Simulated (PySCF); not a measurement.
# F2, singlet in 6-31G: errors against RCCSDT(Q)

Geometry: MP2(full)/6-31G*, from the G2/97 set.

```xyz
2

F     0.0000    0.0000    0.0000
F     0.0000    0.0000    1.4206
```

Basis 6-31G; PySCF 2.14.0. Only valence electrons are correlated (noble-gas cores frozen), which leaves 14 electrons in 16 orbitals. R marks a restricted (for open shells ROHF) determinant.

Full CI isn't at hand for all of this; RCCSDT(Q) serves as the reference, and is uncertain by about the last step of the cluster series.

The UHF ⟨S²⟩ is 0.000. The T1 diagnostic (RCCSD) is 0.0104. The largest doubles amplitude (RCCSD) is 0.207.

```tsv
level	E − E(RCCSDT(Q)) (mEh)	share of correlation (%)	wall time
RHF	276.48	0.00	–
RMP2	11.26	95.93	–
RCCSD	7.10	97.43	–
RCCSD(T)	1.56	99.44	0.65 s
RCCSDT	1.49	99.46	–
```

The correlation energy at RCCSDT(Q), counted from RHF, is -7.523 eV. That run took 7.3 s on 1 thread of Intel Xeon, shared host.

Times are those of the correlated step on a shared host, with one SCF added for the restricted CCSD run; they ran on 1 thread of Intel Xeon.

Atomization energy (electronic, same basis, no zero-point term; atoms at the same level, unrestricted beside the R rows where the molecule is a closed shell; the atoms' step beyond CCSDT comes from their full CI) at RCCSDT(Q): 77.1 kJ/mol. Errors of other levels:

```
   level  error (kJ/mol)
     RHF          -275.8
    RMP2             4.5
   RCCSD           -15.6
RCCSD(T)            -3.4
  RCCSDT            -3.6
```

This basis is far from its limit, so the value isn't to be set against a measured one.
